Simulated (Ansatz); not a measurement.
Frontier orbitals of C₂H₃ClF₂, SMILES `CC(F)(F)Cl`.

Total charge 0; spin multiplicity 1. Geometry: relaxed with PBE0-D4/def2-TZVP. Basis def2-TZVPP, Ansatz 0.2.0.

Orbital energies of one run (eV). Highest occupied ones, from the top: -8.72, -8.78, -9.86, -10.92, -11.19, -11.66, -11.98, -12.26, -14.37, -14.76, -15.66, -17.78, -21.11, -23.72. Empty: 0.04, 1.83, 2.42, 2.96, 3.59, 3.74.

Which functional gave them?
A. r2SCANh
B. LC-ωPBE
C. LDA (SPW92)
D. r2SCAN0

A. HOMO energies: r2SCANh -8.72, LDA (SPW92) -7.96, LC-ωPBE -12.21, r2SCAN0 -9.54 eV.

LC-ωPBE has ω = 0.4 bohr⁻¹.
